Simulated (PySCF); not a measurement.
# C2H2N2OS: the cost of one run

Computed with PySCF 2.14.0 and routines of our own; the level stands in each step. Atoms count from 0.

## 1. The starting structure

8 atoms, charge 0, multiplicity 1; geometry from: GFN2-xTB.

## 2. Optimising the geometry at PBE0/def2-SVP

What the job is given:

```
{"job": {"xc": "PBE0", "basis": "def2-SVP", "grid": 1, "kind": "geom"}, "charge": 0, "multiplicity": 1}
O      2.113244    -0.226169     0.473371
C      0.799048    -0.213051     0.379308
N      0.089760    -1.231822     0.060191
N     -1.211637    -0.988628     0.028231
C     -1.532843     0.210998     0.318170
S     -0.177885     1.243901     0.688271
H      2.467513     0.636136     0.722962
H     -2.538143     0.578047     0.339766
```

The run is started by

```console
> OMP_NUM_THREADS=1 python excited_run.py task.json out
```

This one command runs all jobs of the session in turn.

Q: Estimate the wall time and peak memory of this first job on 1 thread of Arm Neoverse V1, shared host.

About 13 s, with a peak of 0.48 GiB.
